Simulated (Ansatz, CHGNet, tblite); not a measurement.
## Rock-salt KF, equilibrium lattice constant a

Reference value: 5.311 Å (measured, low temperature, not corrected to a static lattice; as tabulated in Doll and Stoll (1997), arXiv:cond-mat/9707218).

### Question
Put these levels in order of the equilibrium lattice constant a that they give for rock-salt KF, smallest first: CHGNet-r²SCAN (CHGNet), GFN1-xTB (tblite), PBE (Ansatz, an electronic-structure program).

### Answer
GFN1-xTB (4.982 Å), CHGNet-r²SCAN (5.354 Å), PBE (5.421 Å)

Differences against the reference: GFN1-xTB -6.19 %, CHGNet-r²SCAN +0.81 %, PBE +2.07 %.

The measured value isn't corrected to a static lattice, so vibrations enter the comparison. A static lattice is as a rule a little smaller than the measured one.  GFN1-xTB: the method was fitted mainly to molecules. GFN1-xTB: the run uses a supercell at the zone centre in place of a k mesh. Ansatz's density-functional and Hartree–Fock values are scalar-relativistic unless marked +SOC, with PAW data made under PBE.

Machine-learned potentials (CHGNet-r²SCAN) are trained on DFT data, which may include these solids.

Differences are worked out from the printed values.
